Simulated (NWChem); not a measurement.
Species: C₄H₅N cation, doublet; SMILES of the neutral closed-shell parent [nH]1cccc1

```xyz
10

C      0.6778    -1.0264     0.0000
C     -0.6969    -1.0137     0.0000
C     -1.1073     0.3607     0.0000
N      0.0103     1.1418     0.0000
C      1.1135     0.3398     0.0000
H      1.3374    -1.8836     0.0000
H     -1.3723    -1.8585     0.0000
H     -2.1020     0.7897     0.0000
H      0.0198     2.1568     0.0000
H      2.1158     0.7506     0.0000
```
Atoms are numbered in this order, from 1.

Results from NWChem. Spin-unrestricted. In the optimisation the excess spin sits in a" (Cs, its own frame). All runs use the structure optimised with B3LYP/6-31G* (spherical d), spin-unrestricted. The spin multiplicity was typed, not searched, and may not be the lowest. No stability test was run on the SCF state. Atomic charges in e: unrestrained fits to the electrostatic potential beside Mulliken populations; buried atoms are poorly determined by the fit.

Q: Predict the results for B3LYP/def2-SVP. Quantities: ESP C1; Mulliken C1; ESP C2; Mulliken C2; ESP C3; Mulliken C3; ESP N4; Mulliken N4; ESP C5; Mulliken C5; relative RMS misfit of the potential (%).

A: 
| Property | Value |
|---|---|
| ESP C1 | -0.08 |
| Mulliken C1 | 0.04 |
| ESP C2 | -0.08 |
| Mulliken C2 | 0.04 |
| ESP C3 | 0.18 |
| Mulliken C3 | 0.19 |
| ESP N4 | -0.18 |
| Mulliken N4 | -0.06 |
| ESP C5 | 0.18 |
| Mulliken C5 | 0.19 |
| relative RMS misfit of the potential (%) | 2 |
